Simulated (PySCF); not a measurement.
How well do the runs reproduce experiment for 1,4-dioxane?

**The experiment to reproduce.**

NIST CCCBDB Release 22 (SRD 101), experimental polarizabilities lists, for the gas: mean polarisability 8.43 Å³.

The runs below try to reproduce these values; the comparison stands at the end.

1,4-dioxane, C4H8O2.
SMILES with atom numbers: `[CH2:1]1[CH2:2][O:3][CH2:4][CH2:5][O:6]1` (hydrogens: H7, H8 on C1; H9, H10 on C2; H11, H12 on C4; H13, H14 on C5)

Cartesian coordinates in Å at the GFN2-xTB level; atoms count from 1:
```
atom  x, y, z in Å
C1     0.070    1.385    0.080
C2     1.281    0.467    0.267
O3     0.879   -0.789    0.770
C4    -0.070   -1.386   -0.089
C5    -1.281   -0.468   -0.273
O6    -0.880    0.789   -0.778
H7    -0.389    1.587    1.060
H8     0.362    2.326   -0.389
H9     1.791    0.336   -0.700
H10    1.977    0.884    0.995
H11   -0.361   -2.327    0.379
H12    0.388   -1.585   -1.069
H13   -1.979   -0.884   -1.000
H14   -1.788   -0.335    0.695
```

Runs made with PySCF (gas phase, on this GFN2-xTB geometry; no spin–orbit coupling):

| level | job | basis functions | wall time |
| --- | --- | --- | --- |
| CAM-B3LYP/def2-SVPD | 8 singlets by full TDDFT, 3 Tamm–Dancoff triplets, polarisability | 190 | 24 s |

Hardware: one thread, x86-64 server (shared host).

Results beside the measurements:

**Mean polarisability.** Measured: 8.43 Å³ (NIST CCCBDB Release 22 (SRD 101), experimental polarizabilities).

```tsv
level	computed (Å³)	computed − measured (Å³)	% (from the printed values)
CAM-B3LYP/def2-SVPD	8.14	-0.29	-3
```

The computed values are static and purely electronic, with core orbitals frozen in the response (1 au = 0.148185 Å³). The table of measured values doesn't say here whether a value is static or optical, or holds a vibrational part.

The geometry is computed, not the measured one. Where a level misses, the cause wasn't examined.
